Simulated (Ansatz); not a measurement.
The inner images of a band of AlH₈NSi (11 atoms, charge 0, multiplicity 1) are given out of order.

Theory: Ansatz 0.2.0, RHF/def2-SVP.

Initial state:

```xyz
11
Properties=species:S:1:pos:R:3
Al 0.085 -0.248 -0.016
H -0.265 1.060 0.834
H 1.632 -0.513 -0.334
H -0.976 -0.718 -1.116
N -0.234 -1.728 1.457
H -0.857 -2.401 1.034
Si 1.255 -2.509 2.108
H 1.866 -3.266 1.006
H 2.120 -1.437 2.623
H 0.867 -3.423 3.206
H -0.769 -1.267 2.180
```

Final state:

```xyz
11
Properties=species:S:1:pos:R:3
Al 0.339 -0.847 -0.320
H -1.362 1.248 2.005
H 1.588 0.112 -0.285
H -0.879 -0.635 -1.301
N 0.284 -2.251 0.787
H -0.545 -2.818 0.706
Si 1.394 -2.836 1.984
H 1.833 -4.227 1.705
H 2.583 -1.953 1.989
H 0.799 -2.838 3.346
H -1.309 0.596 2.367
```

**Question.** Put them in order from the first end to the last, with their energies above the first end.
A.
```xyz
11
Properties=species:S:1:pos:R:3
Al 0.047 -0.210 -0.089
H -0.511 0.804 1.026
H 1.593 -0.090 -0.455
H -0.998 -0.644 -1.216
N -0.097 -1.768 1.336
H -0.832 -2.401 1.057
Si 1.259 -2.601 2.169
H 1.864 -3.582 1.253
H 2.214 -1.561 2.581
H 0.707 -3.295 3.354
H -0.524 -1.103 1.964
```
B.
```xyz
11
Properties=species:S:1:pos:R:3
Al 0.124 -0.739 -0.187
H -0.604 0.675 1.420
H 1.503 -0.010 -0.425
H -1.117 -0.532 -1.139
N 0.037 -2.033 1.075
H -0.854 -2.495 1.152
Si 1.262 -2.683 2.108
H 2.041 -3.749 1.435
H 2.208 -1.606 2.501
H 0.666 -3.257 3.341
H -0.539 -0.020 1.701
```
C.
```xyz
11
Properties=species:S:1:pos:R:3
Al 0.070 -0.518 -0.161
H -0.499 0.442 1.257
H 1.541 -0.073 -0.515
H -1.112 -0.617 -1.200
N -0.052 -1.812 1.276
H -0.894 -2.366 1.229
Si 1.236 -2.588 2.181
H 1.896 -3.660 1.398
H 2.237 -1.554 2.522
H 0.691 -3.188 3.421
H -0.390 -0.515 1.574
```
D.
```xyz
11
Properties=species:S:1:pos:R:3
Al 0.229 -0.830 -0.250
H -1.041 1.207 1.789
H 1.476 0.133 -0.246
H -1.016 -0.615 -1.195
N 0.221 -2.253 0.833
H -0.593 -2.841 0.747
Si 1.359 -2.833 2.007
H 2.034 -4.086 1.583
H 2.393 -1.793 2.212
H 0.698 -3.118 3.307
H -1.035 0.580 2.195
```
E.
```xyz
11
Properties=species:S:1:pos:R:3
Al 0.167 -0.804 -0.225
H -0.783 0.999 1.608
H 1.485 0.051 -0.346
H -1.101 -0.548 -1.127
N 0.125 -2.169 0.935
H -0.727 -2.706 0.932
Si 1.307 -2.772 2.052
H 2.110 -3.895 1.504
H 2.243 -1.678 2.405
H 0.650 -3.265 3.289
H -0.753 0.338 1.955
```
F.
```xyz
11
Properties=species:S:1:pos:R:3
Al 0.063 -0.204 -0.036
H -0.425 0.994 0.907
H 1.621 -0.269 -0.386
H -0.965 -0.704 -1.155
N -0.164 -1.738 1.408
H -0.812 -2.401 1.007
Si 1.261 -2.563 2.137
H 1.821 -3.470 1.122
H 2.214 -1.526 2.561
H 0.794 -3.337 3.308
H -0.684 -1.232 2.111
```
G.
```xyz
11
Properties=species:S:1:pos:R:3
Al 0.042 -0.320 -0.140
H -0.508 0.577 1.135
H 1.563 -0.063 -0.497
H -1.075 -0.624 -1.224
N -0.074 -1.777 1.310
H -0.886 -2.364 1.181
Si 1.252 -2.592 2.190
H 1.885 -3.629 1.351
H 2.224 -1.550 2.552
H 0.687 -3.230 3.397
H -0.387 -0.878 1.728
```

**Answer.** F (+0.6 kcal/mol), A (+3.7 kcal/mol), G (+14.4 kcal/mol), C (+38.7 kcal/mol), B (+13.9 kcal/mol), E (+8.6 kcal/mol), D (+7.6 kcal/mol).

Run time: 4.1 min on 1 thread of Arm Neoverse V1 (shared host), peak memory 0.15 GiB.
